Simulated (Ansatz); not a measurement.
A nudged elastic band was laid between two geometries of BH$_{6}$N (8 atoms, charge 0, multiplicity 1).

Method: RKS PBE0-D4/def2-SVP in Ansatz.

```
movable images  : 7
climbing image  : yes
spring          : 5.0 eV/Å²
optimiser       : quadratic models (default)
start path      : through a guess of the saddle point
force threshold : 0.03 eV/Å
iteration limit : 60
end points      : relaxed
```

Image 0:

```xyz
8
Properties=species:S:1:pos:R:3
B -0.207 -0.791 -0.164
H 0.403 -1.083 -1.184
H -1.422 -0.786 -0.314
H 0.155 -1.432 0.814
H 1.205 0.857 0.299
N 0.199 0.760 0.157
H -0.067 1.378 -0.610
H -0.266 1.096 1.001
```

Image 8:

```xyz
8
Properties=species:S:1:pos:R:3
B -1.048 -0.673 0.523
H 2.522 0.250 -1.551
H -1.886 -0.998 -0.286
H -0.752 -1.384 1.456
H 1.873 0.173 -1.160
N -0.403 0.549 0.375
H -0.607 1.197 -0.376
H 0.301 0.887 1.019
```

(1) What changes between the two ends?

(2) What energy profile does the band end with?

(3) What is the geometry of the highest image?

The band took 10 iterations and about 70 core-seconds.

## Answers

(1) Bonds broken: B1–H2, H5–N6. Bonds formed: H2–H5. BH6N becomes BH4N + H2.

(2) The run converged. The highest image is number 3 of 0 to 8, 155.4 kJ/mol above the first end and 138.9 kJ/mol above the last; the last end lies 16.5 kJ/mol above the first. Neighbouring images differ by up to 1.2 eV, so the band resolves the path poorly. A vibrational analysis at the climbing image gives one clearly imaginary mode, 1294i cm⁻¹: a first-order saddle point. The orbitals stay closed-shell, which can raise the energy where a bond breaks towards radicals; this wasn't checked here.

```
image  path coordinate (Å)  energy (kJ/mol)  B1–H2 (Å)  H5–N6 (Å)  H2–H5 (Å)
    0                 0.00              0.0       1.22       1.02       2.57
    1                 0.74              6.2       1.22       1.02       2.37
    2                 1.48             36.2       1.24       1.02       1.81
    3                 2.23            155.4       1.38       1.40       0.99
    4                 2.98             59.2       2.04       2.14       0.77
    5                 3.73             24.0       2.76       2.66       0.76
    6                 4.48             18.5       3.46       2.89       0.76
    7                 5.24             17.1       3.88       2.83       0.76
    8                 5.99             16.5       4.23       2.77       0.76
```

(3) 
```xyz
8
Properties=species:S:1:pos:R:3:forces:R:3
B -0.250 -0.614 -0.016 0.00 0.00 -0.01
H 0.861 -0.921 -0.774 0.00 0.00 0.00
H -1.154 -0.848 -0.786 0.00 0.00 0.00
H -0.100 -1.324 0.954 0.00 0.00 0.00
H 0.865 0.037 -0.518 -0.02 -0.01 0.00
N 0.049 0.907 0.216 0.02 0.00 0.01
H -0.566 1.573 -0.234 -0.01 0.00 -0.01
H 0.294 1.189 1.157 0.00 0.00 0.00
```

Time of the run: 69 s on 1 thread of Arm Neoverse V2 (shared host), peak memory 0.1 GiB.
